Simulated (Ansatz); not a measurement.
MgMe2 (C2H6Mg): single points at one geometry.

```yaml
crystal:
  periodic: [false, false, false]
  atoms:
    - {symbol: Mg, position_ang: [0.003531, 0.004040, 0.000026]}
    - {symbol: C, position_ang: [-0.003118, -0.014240, 2.093835]}
    - {symbol: H, position_ang: [-0.434670, 0.902285, 2.508318]}
    - {symbol: H, position_ang: [1.007309, -0.106554, 2.504374]}
    - {symbol: H, position_ang: [-0.587321, -0.850796, 2.490219]}
    - {symbol: C, position_ang: [0.003884, 0.015124, -2.093826]}
    - {symbol: H, position_ang: [-1.012561, 0.017693, -2.500054]}
    - {symbol: H, position_ang: [0.510601, -0.863682, -2.505019]}
    - {symbol: H, position_ang: [0.512344, 0.896151, -2.497863]}
basis:
  gaussian: {orbitals: def2-TZVPD, initial_orbitals: start.molden}
correlation: {method: ccsd_t}
scf: {omitted_lower_state_checks: [starts]}
output: {orbitals: {seedname: orbitals}}
```

The file start.molden holds the orbitals of an earlier run on this structure, at another level or in another basis.

```sh
$ ansatz run in.yaml --threads 4 --pin off --events-out ev --progress --plain --max-ram 3916MiB
```

Output, abridged:

```
Functional definition: HF
  name "HF"
  cite "Fock, Z. Phys. 61, 126 (1930) doi:10.1007/BF01340294"
  parent pbe
  exchange = exact_x
  correlation = 0
these checks for a lower state are left out or cut short: starts
1222 factors; integrals over basis functions are off by at most 8.2e-4 eV
mean field evaluation 1: about -7587.3170 eV, gradient 1.9e1 eV
mean field evaluation 2: about -7587.6570 eV, gradient 3.8e-1 eV
mean field evaluation 4: about -7587.6576 eV, gradient 1.4e-3 eV
mean field -7587.65764473 eV, -278.8412753449 hartree, gradient 1.8e-6 eV, S^2 0.000000; 0 other end points of the search recorded, 0 dependent functions left out
3 core orbitals not correlated: weight in the atoms' cores, before any rotation towards them, 1.000 or more for the frozen orbitals, at most 0.000 for the correlated occupied ones
reference -7587.65764473 eV, -278.8412753449 hartree; 12, 12 occupied and 148, 148 virtual orbitals, 1222 factors
second order -15.31770334 eV of doubles, -0.00000000 eV of singles
cycle   1  -16.05288471 eV  change   -7.4e-1 eV  update   7.0e-2
cycle   2  -16.36627053 eV  change   -3.1e-1 eV  update   2.0e-2
cycle   3  -16.41232365 eV  change   -4.6e-2 eV  update   8.3e-3
cycle   4  -16.41071246 eV  change    1.6e-3 eV  update   2.6e-3
cycle   5  -16.41017946 eV  change    5.3e-4 eV  update   1.1e-3
cycle   6  -16.41000083 eV  change    1.8e-4 eV  update   3.6e-4
cycle   7  -16.41000331 eV  change   -2.5e-6 eV  update   1.1e-4
cycle   8  -16.41002417 eV  change   -2.1e-5 eV  update   4.3e-5
cycle   9  -16.41001710 eV  change    7.1e-6 eV  update   1.2e-5
perturbative correction -0.47375163 eV, -0.0174100513 hartree
Total energy: -7604.54141346 eV, -279.4617424014 hartree
Checks for a lower state left out: starts
```

Run time 23 s (4 threads of Intel Xeon on a shared host), peak host memory 1.5 GiB.

As the first input, with `gaussian: {orbitals: def2-TZVP, initial_orbitals: start.molden}`, `hamiltonian: {xc: {name: BHLYP}, dispersion: d4}` and without the key `correlation` (abridged; 1.2 s):

```
Functional definition: BHLYP
mean field -7615.30042680 eV, -279.8571288488 hartree, gradient 1.4e-5 eV, S^2 0.000000
Total energy: -7615.41693907 eV, -279.8614105957 hartree
Checks for a lower state left out: starts
```

As the first input, with `hamiltonian: {xc: pbe0, dispersion: d4}` and without the key `correlation` (abridged; 1.8 s):

```
Functional definition: PBE0
mean field -7611.06927825 eV, -279.7016370078 hartree, gradient 8.0e-6 eV, S^2 0.000000
Total energy: -7611.15042677 eV, -279.7046191609 hartree
Checks for a lower state left out: starts
```

As the first input, with `gaussian: {orbitals: def2-TZVP, initial_orbitals: start.molden}`, `hamiltonian: {xc: {name: PBE-QIDH}}` and without the key `correlation`, `output` (abridged; 1.6 s):

```
Functional definition: PBE-QIDH
mean field -7604.05207512 eV, -279.4437595491 hartree, gradient 2.4e-6 eV, S^2 0.000000
3 core orbitals not correlated: weight in the atoms' cores, before any rotation towards them, 1.000 or more for the frozen orbitals, at most 0.000 for the correlated occupied ones
second order -16.84732087 eV of doubles, -0.00000000 eV of singles
Total energy: -7609.66786514 eV, -279.6501360256 hartree
Checks for a lower state left out: starts
```

First input, but with `gaussian: {orbitals: def2-TZVP, initial_orbitals: start.molden}`, `hamiltonian: {xc: pbe0, dispersion: d4}` and without the key `correlation` (abridged; 1.3 s):

```
Functional definition: PBE0
mean field -7611.05367444 eV, -279.7010635783 hartree, gradient 7.4e-5 eV, S^2 0.000000
Total energy: -7611.13481521 eV, -279.7040454463 hartree
Checks for a lower state left out: starts
```

First input, but with `gaussian: {orbitals: def2-TZVP, initial_orbitals: start.molden}`, `correlation: {method: mp2}` (abridged; 1.2 s):

```
Functional definition: HF
mean field -7587.64169947 eV, -278.8406893673 hartree, gradient 1.9e-6 eV, S^2 0.000000
3 core orbitals not correlated: weight in the atoms' cores, before any rotation towards them, 1.000 or more for the frozen orbitals, at most 0.000 for the correlated occupied ones
second order -15.19807415 eV of doubles, -0.00000000 eV of singles
Total energy: -7602.83977362 eV, -279.3992082908 hartree
Checks for a lower state left out: starts
```

First input, but with `gaussian: {orbitals: def2-TZVP, initial_orbitals: start.molden}`, `hamiltonian: {xc: {name: r2SCANh}, dispersion: d4}` and without the key `correlation` (abridged; 1.7 s):

```
Functional definition: r2SCANh
mean field -7614.41876429 eV, -279.8247283491 hartree, gradient 2.1e-5 eV, S^2 0.000000
Total energy: -7614.44459316 eV, -279.8256775428 hartree
Checks for a lower state left out: starts
```

Geometry: B3LYP-D4/def2-TZVP.

Correlated methods freeze 3 core orbitals; core or outer-core shells of Mg are correlated, in sets that lack core-valence functions.
